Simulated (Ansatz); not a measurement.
Compare A (`OC1=CNC1`) with its isomer B (`OC1=NCC1`).

Gas-phase electronic energies from Ansatz, PBE0-D4/def2-TZVP geometries. CBS: MP2 limit from def2 TZ/QZ plus the TZ coupled-cluster correction, frozen cores. DFT in def2-TZVPP. B3LYP here is the variant with VWN-RPA as its local correlation; programs differ in this. Each species was taken in one conformer, which may not be the lowest.

Q: Which isomer does CCSD(T)/CBS put lower? Give the gap. (An estimate is asked.)

A: Ansatz gave: B, by 99.3 kJ/mol.

Q: Give E(B) − E(A) in kJ/mol with B2PLYP, CCSD(T)/def2-TZVPP, ωB97M-V, BLYP-D4, MP2/def2-TZVPP, B3LYP-D4, CCSD/def2-TZVPP. (Estimate.)

A: Computed: B2PLYP -102.8, CCSD(T)/def2-TZVPP -104.0, ωB97M-V -103.7, BLYP-D4 -96.4, MP2/def2-TZVPP -104.9, B3LYP-D4 -99.2, CCSD/def2-TZVPP -105.0. None reverses the order clearly.

Q: Does the order hold for the free energy at 298.15 K (harmonic terms from PBE0-D4)? (Estimate.)

A: Ansatz gave: Yes: G(B) − G(A) = -97.0 kJ/mol, for one conformer each.

Largest T1 diagnostic: 0.012.

From PBE to PBE0 (25 % exact exchange), in def2-TZVPP and without D4, E(B) − E(A) moves by −3.7 kJ/mol. In def2-TZVPP, CCSD(T) changes the Hartree–Fock value by +11.4 kJ/mol (the triples alone add +1.0 kJ/mol) and MP2 by +10.5 kJ/mol.
